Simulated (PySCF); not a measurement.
## Molecular orbitals of SiH⁺

PBE at R = 1.533 Å; PySCF, spin-free X2C with a Gaussian nucleus, basis sets Si jorge-DZP-DKH, H jorge-DZP-DKH. State: ¹Σ⁺ (singlet), closed shell. Only the outer orbitals are listed, counted within each symmetry.

```tsv
orbital	occ.	ε (eV)	on Si (%)	main shells (%)
4σ	2	-19.93	83	79 Si s, 17 H s
5σ	2	-14.24	70	50 Si p, 30 H s, 18 Si s
2π	0	-11.54	100	100 Si p
2π	0	-11.54	100	100 Si p
6σ	0	-6.01	58	46 Si p, 41 H s, 14 Si d
```

Task: Which are the highest filled and the lowest empty level, where do they sit, and how wide is the gap?

Result: Highest filled 5σ at -14.24 eV (in %: 50 Si p, 30 H s, 18 Si s); lowest empty 2π at -11.54 eV (in %: 100 Si p); the gap at PBE is 2.70 eV.

```json
{"bond order (Mayer)": "0.95", "⟨S²⟩": "0.000", "charge on Si (Mulliken, basis-dependent)": "0.95", "charge on Si (Löwdin, basis-dependent)": "1.01", "dipole moment (positive dipole points towards H; it is taken about the centre of mass and depends on that origin)": "0.46 D", "polarisability along the bond": "24.4 bohr³", "polarisability across the bond": "16.4 bohr³"}
```
